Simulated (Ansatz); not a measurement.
Ideal-gas functions of F3P, SMILES `FP(F)F` at 298.15 K and 1 bar, from an Ansatz frequency run at PBE0-D4/def2-TZVP.

Molar mass 87.97 g/mol, point group C3v (symmetry number 3), electronic degeneracy 1, moments of inertia 65.268, 65.268, 106.178 u Å². Harmonic wavenumbers (cm⁻¹, unscaled): 342, 342, 482, 867, 867, 899.

Use S(trans) = R[1.5 ln M + 2.5 ln T − 1.1517]; rotational temperatures θ = 24.2544 K / I; S(rot) = R[ln(√π/σ · √(T³/θAθBθC)) + 1.5]; for each mode x = 1.438777 ν̃/T, S = R[x/(eˣ − 1) − ln(1 − e⁻ˣ)] and H = RT x/(eˣ − 1); 1 cm⁻¹ = 0.0119627 kJ/mol; R = 8.31446 J/(mol·K).

Q: By hand: the entropy, in J/(mol·K).

A: Translation 164.7. Rotation: θ = 0.3716, 0.3716, 0.2284 K, giving 93.5. Vibration, mode by mode: 5.03, 5.03, 2.95, 0.67, 0.67, 0.59, in all 14.9. Electronic 0.0. Sum 273.1 J/(mol·K).

Q: By hand: H − E and G − E in kJ/mol, counted from the electronic energy.

A: Zero-point energy ½ × 3799 × 0.0119627 = 22.7; thermal vibration 3.0; translation, rotation and pV give 4 RT = 9.9. H − E = 35.6 kJ/mol, and G − E = 35.6 − 298.15 × 273.1/1000 = -45.8 kJ/mol.

Vibration gives 5 % of the entropy.
